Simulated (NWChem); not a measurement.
# doublet C2H3Cl2F+: levels of theory compared

Wanted: a comparison of 5 runs (UHF/STO-3G, UHF/3-21G, U-wB97X/6-31G*, UB2PLYP/6-31G*, UMP3/6-31G*) of doublet C2H3Cl2F+. 

Program for the calculation: NWChem 7.3.0.

34 further runs of the same task are left out: 2 that didn't finish, 32 set aside as unsound or not needed.

### Step 1. The molecule

C2H3Cl2F+ has 8 atoms, charge +1, and is taken as a doublet. SMILES of the parent species: `CC(F)(Cl)Cl`. Geometry: relaxed at PBE0-D4/def2-TZVP. That shape belongs to the parent species and isn't relaxed for this state.

Bond lengths: C1–C2 1.502 Å, C2–F3 1.348 Å, C2–Cl4 1.776 Å, C2–Cl5 1.776 Å, C1–H6 1.091 Å, C1–H7 1.091 Å, C1–H8 1.088 Å. Some angles: C1–C2–F3 110.1°, C1–C2–Cl4 111.1°, C1–C2–Cl5 111.1°, F3–C2–Cl4 107.6°, F3–C2–Cl5 107.6°, Cl4–C2–Cl5 109.3°, C2–C1–H6 108.9°, C2–C1–H7 108.9°, C2–C1–H8 110.1°, H6–C1–H7 109.8°.

### Step 2. A single-point energy at UHF/STO-3G (run 1)

Contents of nw.nw:

```
start nw
title "C2H3Cl2F hf"
memory 2200 mb
charge 1
geometry units angstroms noautosym nocenter noautoz
C    -0.133500   -0.505900    0.646300
C     0.199400    0.391300   -0.511300
F     1.523600    0.643200   -0.537400
Cl   -0.232400   -0.372700   -2.055900
Cl   -0.641100    1.950200   -0.373000
H     0.163400   -0.011800    1.572000
H     0.414900   -1.442000    0.535900
H    -1.202100   -0.709300    0.667600
end
basis spherical bse
* library STO-3G
end
scf
doublet
uhf
thresh 1e-08
maxiter 80
print low
end
task scf energy
```

Command:

```console
nwchem nw.nw > nw.out
```

Output:

```text
[...]
  functions       =    36
[...]
  wavefunction    = UHF
[...]
         Total SCF energy =  -1083.377651399790
      One electron energy =  -2079.588699369368
      Two electron energy =    696.205801427602
 Nuclear repulsion energy =    300.005246541976
                       Sz =      0.5000
                 Sz(Sz+1) =      0.7500
                      S^2 =      0.7547
[...]
```

Run time: 22 s. Hardware: 1 thread of Intel Xeon Platinum 8488C (Sapphire Rapids), shared host; peak memory 0.097 GiB.

### Step 3. A single-point energy at UHF/3-21G (run 2)

Contents of c2h3cl2f.nw:

```
start c2h3cl2f
title "C2H3Cl2F"
memory stack 880 mb heap 220 mb global 1100 mb
charge 1

geometry units angstroms noautosym nocenter noautoz
  C     -0.133500    -0.505900     0.646300
  C      0.199400     0.391300    -0.511300
  F      1.523600     0.643200    -0.537400
  Cl    -0.232400    -0.372700    -2.055900
  Cl    -0.641100     1.950200    -0.373000
  H      0.163400    -0.011800     1.572000
  H      0.414900    -1.442000     0.535900
  H     -1.202100    -0.709300     0.667600
end

basis spherical bse
  * library 3-21G
end

scf
  nopen 1
  uhf
  thresh 1e-08
  maxiter 80
  print medium
end

task scf energy
```

Command:

```console
nwchem c2h3cl2f.nw > c2h3cl2f.out
```

Output:

```text
[...]
  functions       =    59
[...]
  wavefunction    = UHF
[...]
         Total SCF energy =  -1090.107959117125
      One electron energy =  -2089.313069976807
      Two electron energy =    699.199864317706
 Nuclear repulsion energy =    300.005246541976
                       Sz =      0.5000
                 Sz(Sz+1) =      0.7500
                      S^2 =      0.7565
[...]
```

Wall time 26 s (1 thread of Intel Xeon Platinum 8488C (Sapphire Rapids), shared host); peak memory 0.098 GiB.

### Step 4. A single-point energy at U-wB97X/6-31G(d) (spherical functions) (run 3)

Contents of run.py:

```python
from ase import Atoms
from ase.calculators.nwchem import NWChem

mol = Atoms(['C', 'C', 'F', 'Cl', 'Cl', 'H', 'H', 'H'], positions=[
    [-0.133500, -0.505900, 0.646300],
    [0.199400, 0.391300, -0.511300],
    [1.523600, 0.643200, -0.537400],
    [-0.232400, -0.372700, -2.055900],
    [-0.641100, 1.950200, -0.373000],
    [0.163400, -0.011800, 1.572000],
    [0.414900, -1.442000, 0.535900],
    [-1.202100, -0.709300, 0.667600],
])

calc = NWChem(
    label='c2h3cl2f',
    theory='dft',
    memory='2200 mb',
    basis='6-31G*',
    basispar='spherical bse',
    charge=1,
    dft={'xc': 'wb97x', 'mult': '2', 'grid': 'xfine', 'convergence': 'energy 1e-08', 'iterations': '100', 'mulliken': None},
    task='energy',
)
mol.calc = calc

e = mol.get_potential_energy()
print(f"E = {e:.6f} eV")
```

Command:

```console
export ASE_NWCHEM_COMMAND="nwchem PREFIX.nwi > PREFIX.nwo"
python run.py
```

Output:

```text
E = -29870.700427 eV
```

The calculator wrote c2h3cl2f.nwi:

```
title "c2h3cl2f"

permanent_dir c2h3cl2f

scratch_dir c2h3cl2f

start c2h3cl2f

geometry units angstrom nocenter noautosym noautoz
  C  -1.3350000000000001e-01 -5.0590000000000002e-01 6.4629999999999999e-01
  C  1.9939999999999999e-01 3.9129999999999998e-01 -5.1129999999999998e-01
  F  1.5236000000000001e+00 6.4319999999999999e-01 -5.3739999999999999e-01
  Cl -2.3240000000000000e-01 -3.7269999999999998e-01 -2.0558999999999998e+00
  Cl -6.4110000000000000e-01 1.9501999999999999e+00 -3.7300000000000000e-01
  H  1.6339999999999999e-01 -1.1800000000000000e-02 1.5720000000000001e+00
  H  4.1489999999999999e-01 -1.4419999999999999e+00 5.3590000000000004e-01
  H  -1.2020999999999999e+00 -7.0930000000000004e-01 6.6759999999999997e-01
end

charge 1

memory 2200 mb

basis spherical bse noprint
   * library 6-31G*
end

dft
  xc wb97x
  mult 2
  grid xfine
  convergence energy 1e-08
  iterations 100
  mulliken
end

task dft energy
```

c2h3cl2f.nwo:

```text
Northwest Computational Chemistry Package (NWChem) 7.3.0
             --------------------------------------------------------

           Job information
           ---------------

    nwchem branch   = 7.3.0
    use scalapack   = T
    input           = c2h3cl2f.nwi
    prefix          = c2h3cl2f.
    data base       = c2h3cl2f/c2h3cl2f.db
    status          = startup
    nproc           =        1

           Memory information
           ------------------

[... 5 lines left out ...]
    hardfail = no
[... 39 lines left out ...]
            Nuclear Dipole moment (a.u.)
[... 89 lines left out ...]
          Convergence on density requested:  1.00D-05
[... 33 lines left out ...]
          Convergence aids based upon iterative change in
[... 31 lines left out ...]
 2-e energy   =     688.661335
[... 54 lines left out ...]
           Coulomb energy =      777.951715754774
[... 599 lines left out ...]
                     DFT Final Beta Molecular Orbital Analysis
[... 695 lines left out ...]
     Multipole analysis of the density
     ---------------------------------

     L   x y z        total         alpha         beta         nuclear
     -   - - -        -----         -----         ----         -------
     0   0 0 0      1.000000    -29.000000    -28.000000     58.000000

     1   1 0 0     -0.611999      1.288827      0.679595     -2.580421
[... 8 lines of this table left out ...]
     2   0 0 2    -21.983910   -165.232824   -157.068861    300.317775

 Task  times  cpu:      158.3s     wall:      158.3s
 Total times  cpu:      158.4s     wall:      158.4s
```

Wall time 2.7 min (1 thread of Intel Xeon Platinum 8488C (Sapphire Rapids), shared host); peak memory 0.14 GiB.

Run 4 isn't shown in full; the table further down has it.

### Step 5. A single-point energy at UMP3/6-31G(d) (spherical functions) (run 5)

Contents of run.py:

```python
from ase import Atoms
from ase.calculators.nwchem import NWChem

atoms = Atoms('CCFClClHHH', positions=[
    [-0.133500, -0.505900, 0.646300],
    [0.199400, 0.391300, -0.511300],
    [1.523600, 0.643200, -0.537400],
    [-0.232400, -0.372700, -2.055900],
    [-0.641100, 1.950200, -0.373000],
    [0.163400, -0.011800, 1.572000],
    [0.414900, -1.442000, 0.535900],
    [-1.202100, -0.709300, 0.667600],
])

calc = NWChem(
    label='mol',
    theory='tce',
    memory='stack 330 mb heap 110 mb global 1760 mb',
    basis='6-31G*',
    basispar='spherical bse',
    charge=1,
    scf={'nopen': '1', 'uhf': None, 'thresh': '1e-08', 'maxiter': '80'},
    tce={'scf': None, 'mbpt3': None, 'freeze': 'core 13', 'maxiter': '60'},
    task='energy',
)
atoms.calc = calc

print(f"energy = {atoms.get_potential_energy():.6f} eV")
```

Command:

```console
export ASE_NWCHEM_COMMAND="nwchem PREFIX.nwi > PREFIX.nwo"
python run.py
```

Output:

```text
energy = -29828.295210 eV
```

The calculator wrote mol.nwi:

```
title "mol"

permanent_dir mol

scratch_dir mol

start mol

geometry units angstrom nocenter noautosym noautoz
  C  -1.3350000000000001e-01 -5.0590000000000002e-01 6.4629999999999999e-01
  C  1.9939999999999999e-01 3.9129999999999998e-01 -5.1129999999999998e-01
  F  1.5236000000000001e+00 6.4319999999999999e-01 -5.3739999999999999e-01
  Cl -2.3240000000000000e-01 -3.7269999999999998e-01 -2.0558999999999998e+00
  Cl -6.4110000000000000e-01 1.9501999999999999e+00 -3.7300000000000000e-01
  H  1.6339999999999999e-01 -1.1800000000000000e-02 1.5720000000000001e+00
  H  4.1489999999999999e-01 -1.4419999999999999e+00 5.3590000000000004e-01
  H  -1.2020999999999999e+00 -7.0930000000000004e-01 6.6759999999999997e-01
end

charge 1

memory stack 330 mb heap 110 mb global 1760 mb

basis spherical bse noprint
   * library 6-31G*
end

scf
  nopen 1
  uhf
  thresh 1e-08
  maxiter 80
end
tce
  scf
  mbpt3
  freeze core 13
  maxiter 60
end

task tce energy
```

mol.nwo:

```text
Northwest Computational Chemistry Package (NWChem) 7.3.0
             --------------------------------------------------------

           Job information
           ---------------

    nwchem branch   = 7.3.0
    use scalapack   = T
    input           = mol.nwi
    prefix          = mol.
    data base       = mol/mol.db
    status          = startup
    nproc           =        1

           Memory information
           ------------------

[... 5 lines left out ...]
    hardfail = no
[... 131 lines left out ...]
 1-e energy   =   -2073.581826
[... 19 lines left out ...]
  ga_iter_lsolve: convergence stagnant ... aborting solve
[... 15 lines left out ...]
      One electron energy =  -2096.184144102035
[... 53 lines left out ...]
          Final beta eigenvalues
[... 718 lines left out ...]
 MBPT(2) total energy / hartree       =     -1096.134111613514506
[... 1 line left out ...]
 MBPT(3) iterations
 --------------------------------------------------------
 Iter          Residuum       Correlation     Cpu    Wall
 --------------------------------------------------------
    1   0.2258021234286   0.0000000000000     0.9     0.9
    2   0.0000000002923  -0.0355279243649     0.9     0.9
 --------------------------------------------------------
 Iterations converged
 MBPT(3) correlation energy / hartree =        -0.035527924364886
 MBPT(3) total energy / hartree       =     -1096.169639537879448

 Task  times  cpu:      215.6s     wall:      215.6s
 Total times  cpu:      215.6s     wall:      215.6s
```

Wall time 3.6 min (1 thread of Intel Xeon Platinum 8488C (Sapphire Rapids), shared host); peak memory 1.1 GiB.

### Step 6. Overview of the runs

```csv
run,level,iteration cap,module,energy (Eh),⟨S²⟩,wall time
1,UHF/STO-3G,80,scf,-1083.377651,0.755,22 s
2,UHF/3-21G,80,scf,-1090.107959,0.756,26 s
3,U-wB97X/6-31G* (spherical functions),100,dft,-1097.728003,0.756,2.7 min
4,UB2PLYP/6-31G* (spherical functions),100,dft,-1097.317745,0.758,1.8 min
5,UMP3/6-31G* (spherical functions),80,tce,-1096.169640,0.760,3.6 min
```

### Step 7. What came out

| quantity | value |
| --- | --- |
| run 5: total energy | -1096.16964 Eh |
| run 5: HOMO energy (Hartree–Fock orbitals) (highest over α and β) | -18.27 eV |
| run 5: LUMO energy (Hartree–Fock orbitals) (lowest over α and β) | -9.40 eV |
| run 5: correlation energy (13 core orbitals frozen) | -704.3 mEh |
| run 5: ⟨S²⟩ of the reference determinant | 0.760 |

Totals of different functionals can't be ranked against each other. In run 1 the basis is minimal, so the values are rough. All runs together took 8.9 min, the longest 3.6 min.
